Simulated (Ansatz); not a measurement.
`CC1=NCO1` → `C1=NCO1` + `[CH2]` (triplet) at 500 K and 1 bar (formal loss of a carbene).

Program: Ansatz. Geometries: PBE0-D4/def2-TZVP. ΔE: electronic, gas phase. CBS: MP2 limit from def2 TZ/QZ plus the TZ coupled-cluster correction, frozen cores. This one scheme is used for every species. Triplets are unrestricted, without spin–orbit coupling.

```csv
species,CCSD(T)/CBS energy (Eh),H − E (kJ/mol),S (J/(mol·K))
`CC1=NCO1`,-246.98712,244.7,343.3
`C1=NCO1`,-207.71182,161.4,293.1
`[CH2]` (triplet),-39.09499,62.7,213.9
```

H − E and S are ideal-gas, rigid-rotor, harmonic terms from PBE0-D4/def2-TZVP, with the whole ground term of open shells counted as degenerate. 1 Eh = 2625.50 kJ/mol, R = 8.31446 J/(mol·K).

Task: By hand: ΔE, ΔH, ΔS and ΔG.

Result: ΔE = (-207.71182) + (-39.09499) − (-246.98712) = 0.18031 Eh = 473.4 kJ/mol. Δ(H − E) = 161.4 + 62.7 − 244.7 = -20.6, so ΔH = 452.8 kJ/mol. ΔS = 293.1 + 213.9 − 343.3 = 163.7 J/(mol·K). ΔG = 452.8 − 500 × (163.7)/1000 = 371.0 kJ/mol.

Task: By hand: the equilibrium constant, and the temperature at which ΔG would vanish if ΔH and ΔS stayed fixed.

Result: log₁₀ K = −ΔG/(RT ln 10) = -38.8. ΔG = 0 at ΔH/ΔS = 2766 K, far beyond where these terms or the molecules hold.

The number of gas molecules changes by +1, which sets the sign of ΔS. A doubt of 5 kJ/mol in ΔE shifts log₁₀ K by 0.5 here. A triplet takes part, so the spin changes. These are equilibria of isolated gas molecules and say nothing of rates. Largest T1 diagnostic: 0.015 (customary marks: 0.02 for closed shells, 0.045 for open ones).
